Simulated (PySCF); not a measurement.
These are M06-2X/def2-TZVP // B3LYP-D3(BJ)/def2-SVP run with PySCF values and carry that method's errors. Isolated molecules, 0 K electronic values unless said otherwise. Delta-SCF ions had no search for a lower state. 

Reference species (SMILES): `N` (neutral, multiplicity 1).

The dipole moment comes out as 1.81 D, the HOMO comes out as -9.31 eV and the vertical ionisation energy (Delta-SCF) is 11.00 eV. The HOMO–LUMO gap comes out as 10.90 eV.

After one change: the dipole moment rises by 1.26 D; the HOMO falls by 2.46 eV; the vertical ionisation energy (Delta-SCF) increases by 2.65 eV; the HOMO–LUMO gap rises by 2.23 eV.

Task: Name the change that produced these shifts. The new species is one of these.
A. `[C-]#[O+]`
B. `C#N`
C. `CSC`
D. `CN(C)C`

Result: B, `C#N`
